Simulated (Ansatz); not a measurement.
# Cost against result

The pair of H3O⁺ (SMILES [OH3+], atoms 1–4) and CH6Si (SMILES C[SiH3], atoms 5–12), both closed shells, in one local arrangement (a lower one may exist), relaxed at PBE0-D4/def2-TZVP:

O1  (0.689, 0.018, -2.610)
H2  (0.251, -0.065, -1.615)
H3  (0.204, 0.627, -3.192)
H4  (0.818, -0.842, -3.044)
C5  (-0.891, -0.160, 2.042)
Si6  (0.371, 0.232, 0.754)
H7  (-1.125, -1.226, 2.056)
H8  (-1.810, 0.406, 1.881)
H9  (-0.489, 0.114, 3.021)
H10  (1.608, -0.579, 0.772)
H11  (0.665, 1.665, 0.531)
H12  (-0.292, -0.191, -0.595)
(Å)

Interaction energies are counterpoise-corrected; the time is that of the whole pair.

Ansatz 0.2.0; basis: as named in each row; cores frozen in the correlated methods. B3LYP uses VWN-RPA correlation. Extrapolation: Hartree–Fock as exp(−7.88 √X), correlation as X^−2.97.

Times are rough, for one single point on 4 threads of a shared host (Arm Neoverse V2).

The estimate by CCSD(T) at an estimated basis limit (MP2 extrapolated from triple and quadruple zeta, plus CCSD(T) − MP2 in triple zeta) is -1.120 eV.

```
   method        basis  time (s)  interaction energy (eV)  method less estimate
       HF       STO-3G   under 1                   -0.975                 0.144
   PBE-D4       STO-3G   under 1                   -1.427                -0.308
    SPW92     def2-SVP   under 1                   -1.368                -0.249
 B3LYP-D4        6-31G   under 1                   -1.141                -0.021
   PBE-D4     def2-SVP   under 1                   -1.252                -0.133
  PBE0-D4     def2-SVP   under 1                   -1.179                -0.059
  CCSD(T)     def2-SVP         2                   -0.963                 0.156
   PBE-D4  def2-TZVPPD         2                   -1.307                -0.187
revPBE-D4  def2-TZVPPD         2                   -1.237                -0.118
  BLYP-D4  def2-TZVPPD         2                   -1.252                -0.132
  wB97M-V     def2-SVP         2                   -1.102                 0.017
 HSE06-D4  def2-TZVPPD         2                   -1.247                -0.127
  PBE0-D4  def2-TZVPPD         2                   -1.243                -0.124
 B3LYP-D4  def2-TZVPPD         2                   -1.222                -0.103
r2SCAN-D4  def2-TZVPPD         4                   -1.274                -0.155
   B2PLYP  def2-TZVPPD         5                   -1.165                -0.045
  wB97X-V  def2-TZVPPD         6                   -1.157                -0.038
   B97M-V  def2-TZVPPD         8                   -1.236                -0.116
  wB97M-V  def2-TZVPPD         8                   -1.146                -0.027
      MP2  def2-QZVPPD        18                   -1.136                -0.017
  CCSD(T)  def2-TZVPPD       100                   -1.099                 0.021
```

The T1 diagnostic stays at or below 0.011.
